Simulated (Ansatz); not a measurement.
MgMe(OH) (CH₄MgO): single points at one geometry.

```yaml
crystal:
  periodic: [false, false, false]
  atoms:
    - {symbol: Mg, position_ang: [0.051449, -0.043792, -0.714754]}
    - {symbol: C, position_ang: [-0.103384, 0.086226, 1.348512]}
    - {symbol: H, position_ang: [0.877592, 0.026543, 1.829404]}
    - {symbol: H, position_ang: [-0.715863, -0.722707, 1.757911]}
    - {symbol: H, position_ang: [-0.561088, 1.030045, 1.659623]}
    - {symbol: O, position_ang: [0.181324, -0.153611, -2.470465]}
    - {symbol: H, position_ang: [0.269969, -0.222684, -3.410230]}
basis:
  gaussian: {orbitals: def2-TZVP}
magnetization: {spin_polarized: true, initial_magnetization: 2}
hamiltonian: {xc: pbe0, dispersion: d4}
scf: {omitted_lower_state_checks: [starts]}
output: {orbitals: {seedname: orbitals}}
```

The file start.molden holds the orbitals of an earlier run on this structure, at another level or in another basis.

```sh
$ ansatz run in.yaml --threads 4 --pin off --events-out ev --progress --plain --max-ram 3916MiB
```

Output, abridged:

```
Functional definition: PBE0
795 factors; their error is unknown
mean field evaluation 1: about -8575.4088 eV, gradient 5.0e1 eV
mean field evaluation 2: about -8486.0003 eV, gradient 1.2e2 eV
mean field evaluation 4: about -8584.3827 eV, gradient 8.0e0 eV
mean field evaluation 8: about -8584.7322 eV, gradient 1.1e-1 eV
mean field evaluation 16: about -8584.7565 eV, gradient 2.0e-1 eV
mean field -8584.75678266 eV, -315.4839928055 hartree, gradient 5.6e-6 eV, S^2 2.004526; 0 other end points of the search recorded, 0 dependent functions left out
reference -8584.75682935 eV, -315.4839945216 hartree; 16, 14 occupied and 102, 104 virtual orbitals, 795 factors
Total energy: -8584.81612424 eV, -315.4861735685 hartree
Checks for a lower state left out: starts
```

Run time 3 s (4 threads of Arm Neoverse V2 on a shared host).

First input, but with `gaussian: {orbitals: def2-TZVP, initial_orbitals: start.molden}`, `hamiltonian: {xc: r2scan, dispersion: d4}` (abridged; 6.5 s):

```
Functional definition: r2SCAN
mean field evaluation 16: about -8589.0437 eV, gradient 6.3e-4 eV
mean field -8589.04370012 eV, -315.6415341167 hartree, gradient 1.2e-6 eV, S^2 2.006244
Total energy: -8589.06132267 eV, -315.6421817332 hartree
Checks for a lower state left out: starts
```

The first input with `gaussian: {orbitals: def2-TZVP, initial_orbitals: start.molden}`, `hamiltonian: {xc: pbe, dispersion: d4}` (abridged; 2.4 s):

```
Functional definition: PBE
mean field evaluation 16: about -8584.3757 eV, gradient 1.0e-6 eV
mean field -8584.37568436 eV, -315.4699877013 hartree, gradient 4.6e-6 eV, S^2 2.002792
Total energy: -8584.44634755 eV, -315.4725845257 hartree
Checks for a lower state left out: starts
```

Geometry: PBE0-D4/def2-TZVP, that of the neutral singlet.

At r2SCAN-D4/def2-TZVP, PBE-D4/def2-TZVP the gap within one spin of the charge 0 triplet nearly closes, so an electron or hole may be smeared out by delocalisation error. At PBE0-D4/def2-TZVP a singlet of charge 0 lies 4.76 eV below the triplet at the same geometry.
